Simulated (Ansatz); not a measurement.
Reaction (SMILES): [C-]#[NH+] (C-NH) + 3 [H][H] (H2) → C (CH4) + N (NH3)
B3LYP-D3(BJ)/def2-TZVP geometries, fixed; electronic energies without zero-point terms.

Effect of a fitting basis named in the input at wB97M-V/cc-pVTZ with Ansatz (a program for electronic structure), against the last row, where the energy of full hydrogenation is -91.49 kcal/mol. The default fits or decomposes integrals by the program's own choice; accuracy: high also tightens integrals, grids and stops. Cost is core time over that of fitting: def2-SV(P)-JKFIT, rough, on shared machines of one kind.

```csv
setting,largest shift of a total energy (mEh),shift of the energy of full hydrogenation (kcal/mol),cost
fitting: def2-SV(P)-JKFIT,-0.060,-0.009,1×
fitting: def2-universal-JKFIT,-0.060,-0.009,1×
fitting: cc-pVTZ-JKFIT,-0.013,-0.014,0.9×
fitting: cc-pVQZ-JKFIT,-0.007,-0.001,1×
fitting: cc-pV5Z-JKFIT,-0.005,0.001,1×
accuracy: high,-0.002,-0.003,5×
accuracy: medium (default),0.000,0.000,1×
```

Within 0.02 kcal/mol in the energy of full hydrogenation: fitting: def2-SV(P)-JKFIT; fitting: def2-universal-JKFIT; fitting: cc-pVTZ-JKFIT; fitting: cc-pVQZ-JKFIT; fitting: cc-pV5Z-JKFIT; accuracy: high. The largest shift is 0.060 mEh in a total energy and 0.014 kcal/mol in the difference.
